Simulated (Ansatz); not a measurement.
**Si₂H₄ (triplet): from Hartree-Fock to the top rungs at distance Si1–H5 along a hydrogen transfer = 1.381 Å, cc-pVDZ**

Aim: climb from Hartree-Fock through coupled cluster and multireference methods for Si₂H₄ (triplet) at one geometry and basis, and see what each rung misses.

The runs use Ansatz 0.2.0, Gaussian basis; cc-pVDZ, core rule «outside noble gas», up to 10 orbitals frozen.

The runs, in order: UHF; CCSD(T) on ROHF; CCSD(T) on UHF; BCCD(T) on ROHF; CISD; CCSDT(Q) on ROHF; CCSDT(Q) on UHF; CASSCF and MRCISD+Q, 4 electrons in 4 orbitals; CASSCF and NEVPT2, 4 electrons in 4 orbitals.

10 further runs of the same task are left out: 10 that didn't finish.

## (1) The system

The geometry derives from fragments relaxed apart (PBE0/def2-TZVP) and kept rigid, so it is no stationary point. A hydrogen atom is moved between rigid fragments.

6 atoms, charge 0, spin multiplicity 3.

Atoms are counted from 1 here; the program's logs count them from 0.

Bond lengths: Si1–H2 1.485 Å, Si1–H3 1.485 Å, Si1–H4 1.485 Å, Si1–H5 1.381 Å. Angles: H2–Si1–H3 109.5°, H2–Si1–H4 109.5°, H2–Si1–H5 109.5°, H3–Si1–H4 109.5°, H3–Si1–H5 109.5°, H4–Si1–H5 109.5°.

Coordinates:

```xyz
6

Si   -1.7584    0.0000    0.0000
H    -2.2533    1.3997    0.0000
H    -2.2533   -0.6999    1.2122
H    -2.2533   -0.6999   -1.2122
H    -0.3774    0.0000    0.0000
Si    2.0146    0.0000    0.0000
```

## (2) UHF

in.yaml

```yaml
crystal:
  periodic: [false, false, false]
  atoms:
    - {symbol: Si, position_ang: [-1.758427, 0.000000, 0.000000]}
    - {symbol: H, position_ang: [-2.253299, 1.399708, 0.000000]}
    - {symbol: H, position_ang: [-2.253298, -0.699854, 1.212183]}
    - {symbol: H, position_ang: [-2.253299, -0.699854, -1.212182]}
    - {symbol: H, position_ang: [-0.377427, 0.000000, 0.000000]}
    - {symbol: Si, position_ang: [2.014573, 0.000000, 0.000000]}
basis:
  gaussian: {orbitals: cc-pVDZ}
magnetization: {spin_polarized: true, initial_magnetization: 2}
hamiltonian: {xc: hf}
output: {orbitals: {seedname: orbitals}}
```

On the command line:

```console
ansatz run in.yaml --threads 1 --pin off --events-out ev --progress --plain --max-ram 2393MiB
```

Further steps of the session: CCSD(T) on ROHF; CCSD(T) on UHF; BCCD(T) on ROHF; CISD; CCSDT(Q) on ROHF; CCSDT(Q) on UHF; CASSCF and MRCISD+Q, 4 electrons in 4 orbitals; CASSCF and NEVPT2, 4 electrons in 4 orbitals.

**Question.** What will the summary of the whole plan be? Wanted: UCCSDT(Q) below the RHF energy; RMP2 from UCCSDT(Q); UMP2 from UCCSDT(Q); RCCSD from UCCSDT(Q); RCCSD(T) from UCCSDT(Q); UCCSD(T) from UCCSDT(Q); RCCSDT(Q) from UCCSDT(Q); MRCISD+Q pair from UCCSDT(Q); T1 diagnostic.

As calculated:

| quantity | value |
| --- | --- |
| UCCSDT(Q) below the RHF energy | -6.0584 eV |
| RMP2 from UCCSDT(Q) | +1478.6 meV |
| UMP2 from UCCSDT(Q) | +1474.9 meV |
| RCCSD from UCCSDT(Q) | +139.1 meV |
| RCCSD(T) from UCCSDT(Q) | +31.9 meV |
| UCCSD(T) from UCCSDT(Q) | +31.2 meV |
| RCCSDT(Q) from UCCSDT(Q) | +0.2 meV |
| MRCISD+Q pair from UCCSDT(Q) | -3.6 meV |
| levels within 1 kcal/mol (43 meV) | RCCSD(T), UCCSD(T), BCCD(T), RCCSDT, UCCSDT, RCCSDT(Q), MRCISD+Q pair |
| T1 diagnostic | 0.016 |

RCCSD(T) misses by +31.9 meV, 0.5 % of the correlation energy. These misses are within one basis, not against nature; the frozen cores of restricted and unrestricted runs differ, which can shift their rows.
